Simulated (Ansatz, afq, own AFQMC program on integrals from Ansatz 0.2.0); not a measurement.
# Where AFQMC and coupled cluster stand for N2H, quartet

```
atom   x (Å)    y (Å)    z (Å)
   N  0.0000   0.2492   0.6544
   N  0.0000  -0.1950  -0.7187
   H  0.0000  -0.7535   0.8938
```

Connectivity, by distances: NH–N.

Basis cc-pVDZ. Only valence electrons are correlated. Ansatz 0.2.0 and our own AFQMC program on the same integrals; the CISD trial comes from CCSD amplitudes, and released means the phaseless constraint is let go. ± is one standard error of the sampling.

Determinant: UHF, the one that the program's search chose, which needn't be the lowest solution. The geometry is a point of a scan.

No full CI on the walks' own integrals is used here; CCSDT(Q) serves as the reference and is uncertain by about the last step of the cluster series.

Cautions: lower spins were not checked.

```
T1 diagnostic                               : 0.0177
weight of the determinant in the CISD state : 0.905
⟨S²⟩ of the determinant                     : 3.774
size of the correlated space                : 11 electrons in 31 orbitals
```

```csv
level,correlation energy (eV)
MP2,-6.2470
CCSD,-7.1307
CCSD(T),-7.3000
```

Problem. Estimate where AFQMC with the constraint released lies against CCSD(T) on the same integrals.

Solution. 1.03 ± 0.67 mEh below CCSD(T). The gap is under twice the noise, so this walk alone can't tell the two apart.

Reference: CCSDT(Q), correlation energy -7.338 eV. The released energy is read at 2.40 1/Eh (meV from the phaseless value at times in 1/Eh: 8 ± 12 at 0.24, 21 ± 10 at 0.51, 36 ± 10 at 0.99, -9 ± 12 at 1.62, 16 ± 18 at 2.40).

| level | E − E(reference) (mEh) | share of correlation (%) |
| --- | --- | --- |
| CCSD(T) | 1.41 | 99.48 |
| CCSDT | 0.52 | 99.81 |
| ph-AFQMC/CISD | -0.22 ± 0.36 | 100.08 |
| released AFQMC | 0.37 ± 0.67 | 99.86 |

A walk keeps the symmetry of its determinant, which the program's search chose and which needn't be the lowest solution, so a lower state of the same spin and another symmetry isn't excluded. Released energies are given only where the last usable release times agree within the noise; a slower fall can still hide under it.
